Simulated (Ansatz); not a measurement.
Compare A (`N=C(O)CCO`) with its isomer B (`COCC(=N)O`).

Program: Ansatz. Geometries: PBE0-D4/def2-TZVP. ΔE: electronic, gas phase. CBS: MP2 limit from def2 TZ/QZ plus the TZ coupled-cluster correction, frozen cores. Functionals use def2-TZVPP. One conformer a species, not always the lowest.

Which is lower in electronic energy at CCSD(T)/CBS, and by how much? (Estimate.)

Ansatz gave: A, by 11.3 kcal/mol.

Give E(B) − E(A) in kcal/mol with CCSD/def2-TZVPP, ωB97M-V, PBE0-D4, HF/def2-TZVPP, CCSD(T)/def2-TZVPP, PBE-D4, MP2/def2-TZVPP. (Best estimate.)

Computed: CCSD/def2-TZVPP 10.6, ωB97M-V 10.6, PBE0-D4 11.0, HF/def2-TZVPP 8.1, CCSD(T)/def2-TZVPP 10.8, PBE-D4 10.8, MP2/def2-TZVPP 11.8. None reverses the order clearly.

Largest T1 diagnostic: 0.013.

In def2-TZVPP, CCSD(T) changes the Hartree–Fock value by +2.8 kcal/mol (the triples alone add +0.2 kcal/mol) and MP2 by +3.8 kcal/mol.
